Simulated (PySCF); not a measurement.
Phosphorus tetramer, P4.
SMILES with atom numbers: `[p:1]12[p:2]3[p:3]1[p:4]23`

Geometry (GFN2-xTB, Å), atoms numbered from 1 in this order:
```xyz
4
P4 angstrom
P      1.2231   -0.1737   -0.5246
P     -0.4664    1.2020   -0.3631
P     -0.8169   -0.9519   -0.4635
P      0.0704   -0.0716    1.3284
```

Method: TDDFT B3LYP/def2-SVPD, vertical, gas phase, core orbitals frozen in the response in PySCF 2.14.0, density-fitted response routines.

Frontier orbitals with the atoms that hold most of them (Löwdin shares over 4%, at most four atoms):

```json
{"orbital": "LUMO+2", "ε (eV)": "-0.82", "atoms": "P2 25%, P3 25%, P4 25%, P1 25%"}
{"orbital": "LUMO+1", "ε (eV)": "-0.82", "atoms": "P1 25%, P2 25%, P3 25%, P4 25%"}
{"orbital": "LUMO", "ε (eV)": "-0.82", "atoms": "P4 26%, P1 25%, P3 25%, P2 24%"}
{"orbital": "HOMO", "ε (eV)": "-7.39", "atoms": "P4 25%, P3 25%, P1 25%, P2 25%"}
{"orbital": "HOMO-1", "ε (eV)": "-7.40", "atoms": "P3 25%, P4 25%, P1 25%, P2 25%"}
{"orbital": "HOMO-2", "ε (eV)": "-8.18", "atoms": "P2 26%, P1 25%, P3 25%, P4 24%"}
{"orbital": "HOMO-3", "ε (eV)": "-8.18", "atoms": "P4 26%, P3 25%, P2 25%, P1 24%"}
```

Within 0.005 eV of a neighbour in this list lie HOMO-3/HOMO-2, HOMO-1/HOMO and LUMO/LUMO+1/LUMO+2 (point group found: Td); within a degenerate set the shares of single atoms can hang on how the components are chosen.

Question: The HOMO–LUMO gap is 6.57 eV. Where does the response calculation put the lowest singlet, and from which orbitals?

Answer: S1 is at 5.30 eV (f = 0.0000), 1.27 eV below the gap, made of HOMO-1/HOMO→LUMO/LUMO+1/LUMO+2 (≥96%). S1/S2/S3 lie within about 0.01 eV of each other. 

Next come S2 at 5.30 eV (f 0.0000), HOMO-1/HOMO→LUMO/LUMO+1/LUMO+2 (≥96%); S3 at 5.30 eV (f 0.0000), HOMO-1/HOMO→LUMO/LUMO+1/LUMO+2 (≥95%); S4 at 5.54 eV (f 0.0000), HOMO-1/HOMO→LUMO+3 (≥95%); S5 at 5.55 eV (f 0.0000), HOMO-1/HOMO→LUMO+4 (≥96%).

Orbitals of the list HOMO-3 to LUMO+2 that lie within 0.01 eV of each other are written together with a slash and their weights summed (≥ marks a lower bound); for degenerate orbitals outside that list single weights are arbitrary.

Löwdin shares depend on the basis, the more so with diffuse functions.
